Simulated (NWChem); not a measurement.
Species: O, triplet

Computed with NWChem. Pople sets run with spherical d functions. Spin-unrestricted. The open p shell is one determinant without spherical averaging. No stability test was run on the SCF state.

Order these by “highest occupied level (eV)”, lowest first: PBE/6-311G**; PBE/3-21G; PBE/STO-3G.

PBE/6-311G** (-7.04), PBE/3-21G (-5.83), PBE/STO-3G (-1.45)
